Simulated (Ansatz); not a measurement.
An Ansatz input:

```yaml
crystal:
  lattice:
    - [3.4132445609, 0.0, 0.0]
    - [-1.7066222805, 2.9559564991, 0.0]
    - [0.0, 0.0, 11.0432301968]
  atoms:
    - { symbol: Pr, position: [1.0, 0.0, 0.0], spin: 2.126 }
    - { symbol: Pr, position: [1.0, 0.0, 0.5], spin: 2.126 }
    - { symbol: Pr, position: [0.3333333333, 0.6666666667, 0.75], spin: -2.165 }
    - { symbol: Pr, position: [0.6666666667, 0.3333333333, 0.25], spin: -2.165 }
hamiltonian:
  xc: mr2scan
  pseudopotentials:
    kind: paw
    azcp:
      Pr: "pseudopotentials/Pr.paw.azcp"
basis:
  ecutwfc: 500
  fft_grid_basis: typed
kpoints:
  mp_grid: { grid: [13, 13, 4], shift: [0, 0, 0] }
magnetization:
  spin_polarized: true
scf:
  occupations: { method: fermi_dirac, width: 0.05 }
output:
  stress: true
```

and its output:

```
band count auto-derived: 59 (N_el = 52.0; filled up to band 26; 37 by the electrons, moments and atoms)
Engine: ansatz 0.2.0, aarch64-unknown-linux-gnu
Pseudopotentials: kind: paw
Pseudopotential: Pr, paw, valence charge 13, recommended cutoff 500 eV (meta_gga) 
Functional definition: m-r2SCAN
  exchange = m_r2scan_x
  correlation = m_r2scan_c
Crystal: 4 atoms, lattice volume = 111.420 Å³
Basis set: ecut = 500 eV, 2813 PW (Γ), exchange–correlation on 100×100×324 points (64 copies of the dense FFT grid, shifted against one another)
Bands: 59, of which v1, the nominal top of the filled ones, is band 26 counted from 1 (25 counted from 0)
Symmetry: 24 space group operations
Space group: P63/mmc (ITA 194), of the structure as read, at distance tolerance 4.8e-5 Å
Magnetic group: BNS 194.263 (UNI 1493), of the structure as read, at distance tolerance 4.8e-5 Å
k-points: 63 of 676
Non-local potential: Pr, projectors of the file, l = 0: 3, l = 1: 2, l = 2: 2, l = 3: 3
PAW form: soft (Blöchl's): semilocal exchange-correlation on the pseudo side does not see the compensation charge
PAW frozen core: Pr, regenerated for the run's functional (the file was generated under x = pbe(κ = 0.804, μ = 0.2195149727645171), c = pbe(β = 0.06672455060314922))
PAW one-centre angular grid: Pr, 2702 points (default); XC on 160 Gauss nodes
Initial density: superposition of atomic densities (chi_scale 0.1, normalization cell)
Starting moments: Σ|m| = 8.582 μB on 4 of 4 sites
Initial wavefunctions: pseudopotential atomic-orbital guess
Functional: x = mr2scan, c = mr2scan; τ floored in thin density (d = 2e-4 eV/Å³)
SCF iter   1: F=—  HF=-27790.044186 eV  |F-HF|=—  |Δ(HF+E_count)|=         —  Δρ=4.96e-2 (↑4.88e-2 ↓4.96e-2)  dr2=3.22e0  dr2_τ=1.94e-2  dr2_m=1.75e0  M=-0.031 μB ∫|m|=6.224 μB  β_m=0.31  ethr=3.10e-3  ⟨swp⟩=4.5  Hψ=25202  notcnv=0  defer=39
Mixer restart at iter 1: flushing history
spin=Collinear: Kerker preconditioning applied to the charge; magnetization (m = ρ↑ − ρ↓) channel mixes plain (no charge-response kernel on spin).
SCF iter   2: F=—  HF=-27789.762022 eV  |F-HF|=—  |Δ(HF+E_count)|=   2.82e-1  Δρ=2.85e-2 (↑2.83e-2 ↓2.85e-2)  dr2=1.07e0  dr2_τ=1.70e-2  dr2_m=5.77e-1  M=-0.049 μB ∫|m|=6.771 μB  β_m=0.48  ethr=3.10e-3  ⟨swp⟩=3.6  Hψ=16016  notcnv=0  defer=329  κ⁻¹=1.0e0(r=1)
SCF iter   3: F=—  HF=-27789.890040 eV  |F-HF|=—  |Δ(HF+E_count)|=         —  Δρ=9.58e-3 (↑9.58e-3 ↓9.17e-3)  dr2=5.64e-2  dr2_τ=1.25e-3  dr2_m=7.14e-2  M=-0.037 μB ∫|m|=7.353 μB  β_m=0.72  ethr=2.07e-3  ⟨swp⟩=3.1  Hψ=16130  notcnv=0  defer=329
Mixer restart at iter 3: flushing history
SCF iter   4: F=—  HF=-27792.085312 eV  |F-HF|=—  |Δ(HF+E_count)|=         —  Δρ=2.03e-2 (↑2.03e-2 ↓2.00e-2)  dr2=1.02e-1  dr2_τ=7.55e-3  dr2_m=2.92e-1  M=-0.070 μB ∫|m|=7.948 μB  β_m=1.00  ethr=1.08e-4  ⟨swp⟩=2.0  Hψ=15634  notcnv=0  defer=374
...
SCF iter  47: F=—  HF=-27790.759756 eV  |F-HF|=—  |Δ(HF+E_count)|=   3.24e-3  Δρ=1.16e-3 (↑9.27e-4 ↓1.16e-3)  dr2=1.58e-3  dr2_τ=1.20e-5  dr2_m=3.56e-5  M=-0.262 μB ∫|m|=8.425 μB  β_m=1.00  ethr=5.60e-6  ⟨swp⟩=2.0  Hψ=11603  notcnv=0  defer=768  κ⁻¹=8.3e-2(r=2)
SCF iter  48: F=—  HF=-27790.764125 eV  |F-HF|=—  |Δ(HF+E_count)|=   4.37e-3  Δρ=6.85e-4 (↑4.98e-4 ↓6.85e-4)  dr2=5.08e-4  dr2_τ=3.40e-6  dr2_m=1.64e-5  M=-0.263 μB ∫|m|=8.426 μB  β_m=1.00  ethr=3.03e-6  ⟨swp⟩=2.0  Hψ=13646  notcnv=0  defer=780  κ⁻¹=1.9e-2(r=3)
SCF iter  49: F=—  HF=-27790.766504 eV  |F-HF|=—  |Δ(HF+E_count)|=         —  Δρ=3.37e-4 (↑2.54e-4 ↓3.37e-4)  dr2=1.27e-4  dr2_τ=1.16e-6  dr2_m=7.11e-6  M=-0.260 μB ∫|m|=8.428 μB  ethr=9.77e-7  ⟨swp⟩=2.0  Hψ=12889  notcnv=0  defer=793
Mixer restart at iter 49: flushing history
SCF iter  50: F=—  HF=-27790.787530 eV  |F-HF|=—  |Δ(HF+E_count)|=         —  Δρ=1.01e-5 (↑9.29e-6 ↓1.01e-5)  dr2=2.78e-7  dr2_τ=1.47e-9  dr2_m=7.98e-9  M=-0.114 μB ∫|m|=8.314 μB  β_m=1.00  ethr=5.85e-10  ⟨swp⟩=3.0  Hψ=18829  notcnv=0  defer=332
SCF iter  51: F=—  HF=-27790.787530 eV  |F-HF|=—  |Δ(HF+E_count)|=   1.31e-7  Δρ=8.46e-6 (↑8.46e-6 ↓6.48e-6)  dr2=1.73e-7  dr2_τ=4.70e-10  dr2_m=4.35e-9  M=-0.114 μB ∫|m|=8.314 μB  β_m=1.00  ethr=5.35e-10  ⟨swp⟩=1.0  Hψ=8568  notcnv=0  defer=331  κ⁻¹=1.0e0(r=1)
SCF iter  52: F=—  HF=-27790.787530 eV  |F-HF|=—  |Δ(HF+E_count)|=   1.27e-7  Δρ=6.52e-6 (↑5.65e-6 ↓6.52e-6)  dr2=1.18e-7  dr2_τ=3.51e-10  dr2_m=1.46e-9  M=-0.114 μB ∫|m|=8.314 μB  β_m=1.00  ethr=3.33e-10  ⟨swp⟩=1.5  Hψ=8839  notcnv=0  defer=331  κ⁻¹=1.6e-1(r=2)
SCF iter  53: F=—  HF=-27790.787530 eV  |F-HF|=—  |Δ(HF+E_count)|=   2.72e-7  Δρ=3.79e-6 (↑2.66e-6 ↓3.79e-6)  dr2=1.83e-8  dr2_τ=2.25e-10  dr2_m=5.89e-9  M=-0.114 μB ∫|m|=8.314 μB  β_m=1.00  ethr=2.27e-10  ⟨swp⟩=2.0  Hψ=10876  notcnv=0  defer=331  κ⁻¹=2.9e-2(r=3)
SCF iter  54: F=—  HF=-27790.787530 eV  |F-HF|=—  |Δ(HF+E_count)|=   2.34e-8  Δρ=1.68e-6 (↑1.44e-6 ↓1.68e-6)  dr2=4.67e-9  dr2_τ=5.40e-11  dr2_m=3.54e-10  M=-0.114 μB ∫|m|=8.314 μB  β_m=1.00  ethr=3.53e-11  ⟨swp⟩=2.0  Hψ=10695  notcnv=0  defer=331  κ⁻¹=1.2e-2(r=4)
SCF iter  55: F=-27790.787530 eV  HF=-27790.787530 eV  |F-HF|=5.18e-8  |Δ(HF+E_count)|=   1.08e-8  Δρ=6.09e-6 (↑3.15e-6 ↓6.09e-6)  dr2=6.18e-8  dr2_τ=1.37e-10  dr2_m=9.52e-9  M=-0.114 μB ∫|m|=8.314 μB  ethr=8.98e-12  ⟨swp⟩=1.8  Hψ=19034  notcnv=0
SCF 1 converged in 55 iterations: F = -27790.787530 eV  dr2 = 6.18e-8
Symmetry: 4 space group operations
k-points: 147 of 676 (time reversal used)
Initial density: read from a saved state, or passed on in memory by an earlier SCF of this step, an earlier step, the calling program or the single point that the run made first
Starting moments: Σ|m| = 8.582 μB on 4 of 4 sites; this step starts from the density that it was given
Initial wavefunctions: those read from a saved state, or passed on in memory by an earlier step or the calling program
iter 1 solved again at ethr=1.19e-10 eV; its pass at ethr=1.92e-6 eV (dr2=6.18e-8 eV) is discarded
SCF iter   1: F=—  HF=-27790.787530 eV  |F-HF|=—  |Δ(HF+E_count)|=         —  Δρ=6.09e-6 (↑3.15e-6 ↓6.09e-6)  dr2=6.18e-8  dr2_τ=1.38e-10  dr2_m=9.52e-9  M=-0.114 μB ∫|m|=8.314 μB  ethr=1.19e-10  ⟨swp⟩=1.0  Hψ=70671  notcnv=0
spin=Collinear: Kerker preconditioning applied to the charge; magnetization (m = ρ↑ − ρ↓) channel mixes plain (no charge-response kernel on spin).
SCF iter   2: F=—  HF=-27790.839919 eV  |F-HF|=—  |Δ(HF+E_count)|=   5.24e-2  Δρ=8.77e-4 (↑8.77e-4 ↓7.58e-4)  dr2=1.51e-3  dr2_τ=2.67e-5  dr2_m=1.49e-4  M=-0.158 μB ∫|m|=8.367 μB  ethr=1.92e-6  ⟨swp⟩=1.0  Hψ=77754  notcnv=0
SCF iter   3: F=—  HF=-27790.914309 eV  |F-HF|=—  |Δ(HF+E_count)|=   7.44e-2  Δρ=1.61e-3 (↑5.28e-4 ↓1.61e-3)  dr2=5.35e-3  dr2_τ=2.57e-5  dr2_m=5.91e-4  M=-0.039 μB ∫|m|=8.493 μB  ethr=1.92e-6  ⟨swp⟩=1.0  Hψ=60913  notcnv=0
SCF iter   4: F=—  HF=-27790.914942 eV  |F-HF|=—  |Δ(HF+E_count)|=   6.33e-4  Δρ=2.98e-3 (↑2.98e-3 ↓2.53e-3)  dr2=2.93e-2  dr2_τ=2.96e-5  dr2_m=3.66e-3  M=0.090 μB ∫|m|=8.484 μB  ethr=1.92e-6  ⟨swp⟩=1.0  Hψ=45230  notcnv=0
SCF iter   5: F=—  HF=-27790.914606 eV  |F-HF|=—  |Δ(HF+E_count)|=   3.36e-4  Δρ=2.80e-4 (↑2.80e-4 ↓1.94e-4)  dr2=1.85e-4  dr2_τ=1.57e-7  dr2_m=2.86e-5  M=0.002 μB ∫|m|=8.480 μB  ethr=1.92e-6  ⟨swp⟩=1.0  Hψ=35868  notcnv=0
SCF iter   6: F=—  HF=-27790.914606 eV  |F-HF|=—  |Δ(HF+E_count)|=   6.81e-7  Δρ=8.50e-5 (↑8.50e-5 ↓7.39e-5)  dr2=2.41e-5  dr2_τ=2.31e-8  dr2_m=3.10e-6  M=-0.003 μB ∫|m|=8.479 μB  ethr=5.79e-7  ⟨swp⟩=1.0  Hψ=35868  notcnv=0
```

The run was cut off at its time limit.

Open f shells have many self-consistent states, so the state found may not be the lowest.
